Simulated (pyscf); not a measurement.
HO–BH–OH (SMILES OBO) -> O=B–OH (SMILES O=BO) + H₂ (SMILES [H][H]), an elimination (singlet surface; H–O, B–H broken, H–H formed). Structures and frequencies: ωB97X-D3(BJ)/def2-SVP in PySCF. Energies in kcal/mol from the reactant's lowest minimum found.

Small-basis levels: PySCF, no dispersion term, spherical d functions. 

In single points B3LYP/LANL2DZ puts the saddle at 72.4 kcal/mol and the reaction energy at +26.2 kcal/mol. Should these be trusted to within a few kcal/mol? Compare with ωB97M-D3(BJ)/def2-TZVP.

ωB97M-D3(BJ)/def2-TZVP gives ΔE‡ = 63.8 kcal/mol and ΔE = +29.4 kcal/mol. B3LYP/LANL2DZ lies 8.6 kcal/mol over it in the barrier and 3.2 kcal/mol under it in the reaction energy, so on this step it does not hold to within 3.0 kcal/mol. ωB97M-D3(BJ)/def2-TZVP has limits of its own. At the saddle there is also a short B–H contact that neither side keeps. The same reactants have a lower exit, to H₂O + HB=O (barrier +54.0 kcal/mol at ωB97M-D3(BJ)/def2-TZVP, against +63.8 kcal/mol here). One saddle was located; it need not be the lowest between these sides.
